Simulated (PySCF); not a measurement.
Two structures of Si2H7F, closed shell, reached by relaxing down either side of one saddle point (PBE0-D4/def2-TZVP). Energies are electronic, without zero-point energy. Program: PySCF 2.14 with density fitting (its default auxiliary sets; JK sets also for MP2 and CCSD(T)). Basis: def2-TZVPP and def2-QZVPP. Cores are frozen in the correlated methods. Extrapolation: Hartree–Fock as exp(−7.88 √X), correlation as X^−2.97. First:

```xyz
10
angstrom
Si -1.2350 -0.2204 0.1142
H -0.9745 -1.2223 -0.9702
H -2.2395 0.7322 -0.4259
H -1.8315 -0.9758 1.2461
Si 0.7292 0.8777 0.7614
H 0.6422 -1.3160 -1.6283
F 1.5407 -1.2269 -1.8367
H 0.3830 1.8164 1.8626
H 1.7252 -0.1061 1.2547
H 1.2878 1.6463 -0.3781
```

Second:

```xyz
10
angstrom
Si -0.7544 0.5723 -0.5142
H -1.0134 -3.3973 -0.2558
H -1.3504 1.7633 -1.1741
H -1.8203 -0.1525 0.2244
Si 1.0103 1.1746 0.9039
H -0.6986 -2.9214 -0.7374
F -0.2105 -0.4030 -1.6714
H 0.4692 2.0622 1.9696
H 1.6112 -0.0300 1.5349
H 2.0594 1.9094 0.1490
```

(1) Which bonds change from the first to the second?

(2) Give the saddle point's structure and its height above each. (An estimate is asked for; the value comes from the calculation.)

T1 diagnostic: at most 0.015.

Answers

(1) Si₂H₆ ([SiH3][SiH3]) + HF → Si₂H₅F ([F][SiH2][SiH3]) + H₂; bonds formed: Si1–F7, H2–H6; bonds broken: Si1–H2, H6–F7.

(2) By the calculation: 1.569 eV above the first and 2.513 eV above the second (CCSD(T) at an estimated basis limit (MP2 extrapolated from triple and quadruple zeta, plus CCSD(T) − MP2 in triple zeta)).
Si1  (-0.825, -0.122, -0.296)
H2  (-0.908, -1.806, -0.518)
H3  (-1.586, 0.633, -1.313)
H4  (-1.850, -0.419, 0.762)
Si5  (0.958, 0.853, 0.856)
H6  (-0.239, -1.574, -1.161)
F7  (0.442, -0.700, -1.690)
H8  (0.427, 1.748, 1.919)
H9  (1.743, -0.235, 1.499)
H10  (1.838, 1.621, -0.058)
(Å)

Labels in which every atom is bracketed show which atoms are joined, not bond orders.

For scale, one of the runs: CCSD(T)/def2-TZVPP, 213 basis functions, launched by `OMP_NUM_THREADS=4 python run.py`. The run took 13 min on 4 CPU threads of an Intel Xeon (shared host), with 2.7 GiB of host memory at its peak.
